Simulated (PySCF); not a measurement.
Estimate the missing entries of this data sheet.

Compound: C5H6O.
SMILES with atom numbers: `[CH:1]#[C:2]/[CH:3]=[CH:4]/[O:5][CH3:6]` (hydrogens: H7 on C1; H8 on C3; H9 on C4; H10, H11, H12 on C6)

Conformer (atom-mapped SMILES and torsion angles): `[CH:1]#[C:2]/[CH:3]=[CH:4]/[O:5][CH3:6]`: C3–C4–O5–C6 0°.

```tsv
property	level	value
point group	PBE0-D3(BJ)/def2-SVP	Cs
rotational constants A, B, C	PBE0-D3(BJ)/def2-SVP	17.879, 1.615, 1.495 GHz
dipole moment	wB97X-D/def2-SVPD	?
HOMO energy	wB97X-D/def2-SVPD	?
LUMO energy	wB97X-D/def2-SVPD	1.38 eV
lowest singlet excitation	TDDFT wB97X-D/def2-SVPD	5.56 eV (223 nm, f = 0.360)
lowest triplet excitation (Tamm–Dancoff)	TDA wB97X-D/def2-SVPD	3.55 eV
static isotropic polarisability	wB97X-D/def2-SVPD	68.8 au
vertical ionisation energy	ΔSCF wB97X-D/def2-SVPD	?
electronic spatial extent ⟨r²⟩ about the centre of nuclear charge	wB97X-D/def2-SVPD	767 bohr²
13C chemical shifts (computed TMS as zero) by class	GIAO KT3/pcSseg-2	?
1H chemical shifts (computed TMS as zero) by class	GIAO KT3/pcSseg-2	7.25 (H9), 4.82 (H8), 3.51 (H10/H11/H12), 2.79 (H7) ppm
isotropic shieldings of nuclei other than C and H, by class	GIAO KT3/pcSseg-2	189 (O5) ppm
largest of the computed one-bond spin–spin couplings (means over like bonds)	B3LYP/pcJ-1, spin–dipole term left out	?
```

The electronic properties come from PySCF, for the isolated species, density fitting. The structure is a single PBE0-D3(BJ)/def2-SVP conformer in the gas phase; no vibrational or solvent corrections. NMR classes are plain means over equivalent atoms (diastereotopic ones count apart unless rotation or inversion swaps them), as if these changed places fast; in this geometry the members of some classes differ.

Q: What are the largest of the computed one-bond spin–spin couplings (means over like bonds)?

A: 13C–1H +274.1 (C1–H7), 13C–13C +203.7 (C1–C2), 13C–1H +196.8 (C4–H9), 13C–1H +168.5 (C3–H8), 13C–1H +149.6 (C6–H10 and 2 like it), 13C–13C +106.2 (C2–C3), 13C–13C +88.4 (C3–C4), 17O–13C +28.4 (O5–C4) Hz.

Q: The dipole moment?

A: 1.70 D.

Q: The HOMO energy?

A: -8.15 eV.

Q: Give the vertical ionisation energy.

A: 8.42 eV.

Q: What are the 13C chemical shifts (computed TMS as zero) by class?

A: 159.7 (C4), 80.6 (C3), 77.3 (C2), 73.7 (C1), 55.7 (C6) ppm.

The rotational constants make it an asymmetric top with κ = (2B − A − C)/(A − C) = -0.99, nearer the prolate limit (−1). The ΔSCF ionisation energy exceeds −ε(HOMO) by 0.27 eV with wB97X-D. With B = h/(8π²I), that is 505.379 GHz u Å² over I, the principal moments of inertia are 28.3, 313.0 and 338.0 u Å² (most abundant isotopes). The polarisability is 10.20 Å³ as a volume (1 au = 0.148185 Å³), or 1.56 au for each of the 44 electrons. The vertical singlet–triplet gap S1 − T1 is 2.01 eV (TDDFT singlet less Tamm–Dancoff triplet; S1: HOMO→LUMO, weight 0.87; T1: HOMO→LUMO, weight 0.94).
